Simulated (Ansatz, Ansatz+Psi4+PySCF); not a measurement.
```xyz
9

C     0.8657    0.0000    0.0000
C    -0.4329    0.7497    0.0000
C    -0.4329   -0.7497    0.0000
H     1.4622    0.0000    0.9165
H     1.4622    0.0000   -0.9165
H    -0.7311    1.2663   -0.9165
H    -0.7311    1.2663    0.9165
H    -0.7311   -1.2663    0.9165
H    -0.7311   -1.2663   -0.9165
```

Basis set: cc-pVTZ (spherical functions). Frozen core: 3 orbitals. Charge 0, multiplicity 1.

Computed with Ansatz (development build ahead of 0.2.0); each method stands on the lowest determinant of its kind that the runs found. Restricted open shells among the atoms or ions are ROHF, correlated in semicanonical orbitals with singles.

The atomization energy at this shape (free ground-state atoms in the same class of orbitals less the molecule, no zero-point energy) of singlet C₃H₆:

```csv
method,atomization energy
RHF,28.32 eV
```

Q: What does RHF-MP2 give?

A: 36.55 eV.
